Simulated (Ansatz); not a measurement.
# Al3H: the cost of one run

Method: cc-pVTZ, core rule «outside noble gas», up to 15 orbitals frozen; program: Ansatz 0.2.0, Gaussian basis.

The runs, in order: UHF; CCSD(T) on ROHF; CCSD(T) on UHF; BCCD(T) on ROHF; CCSDT(Q) on ROHF; CCSDT(Q) on UHF.

4 further runs of the same task are left out: 4 set aside as unsound or not needed. Runs told in other sessions of the task aren't counted.

### 1 The system

The geometry is a PBE0/def2-TZVP stationary point (not a proven minimum).

4 atoms, charge 0, spin multiplicity 3.

Atoms are counted from 1 here; the program's logs count them from 0.

Bond lengths: Al1–Al2 2.593 Å, Al1–H4 1.950 Å, Al2–Al3 2.593 Å, Al2–H4 1.874 Å, Al3–H4 1.950 Å. Angles: Al2–Al1–H4 46.1°, Al1–Al2–Al3 97.1°, Al1–Al2–H4 48.5°, Al3–Al2–H4 48.5°, Al2–Al3–H4 46.1°, Al1–H4–Al2 85.4°, Al1–H4–Al3 170.8°, Al2–H4–Al3 85.4°.

Coordinates:

```xyz
4
Al3H
Al    0.0000    0.5635    1.9433
Al    0.0000   -1.1538    0.0000
Al    0.0000    0.5635   -1.9433
H     0.0000    0.7202    0.0000
```

### 2 UHF

The input, in.yaml:

```yaml
crystal:
  periodic: [false, false, false]
  atoms:
    - {symbol: Al, position_ang: [0.000000, 0.563450, 1.943331]}
    - {symbol: Al, position_ang: [0.000000, -1.153806, 0.000000]}
    - {symbol: Al, position_ang: [0.000000, 0.563450, -1.943331]}
    - {symbol: H, position_ang: [0.000000, 0.720211, 0.000000]}
basis:
  gaussian: {orbitals: cc-pVTZ}
magnetization: {spin_polarized: true, initial_magnetization: 2}
hamiltonian: {xc: hf}
output: {orbitals: {seedname: orbitals}}
```

Started as:

```sh
ansatz run in.yaml --threads 1 --pin off --events-out ev --progress --plain --max-ram 4096MiB --backend cpu
```

Q: Estimate wall time and peak memory on 1 thread of AMD EPYC 7R13, shared host.

About 7 s, with a peak of 0.37 GiB.
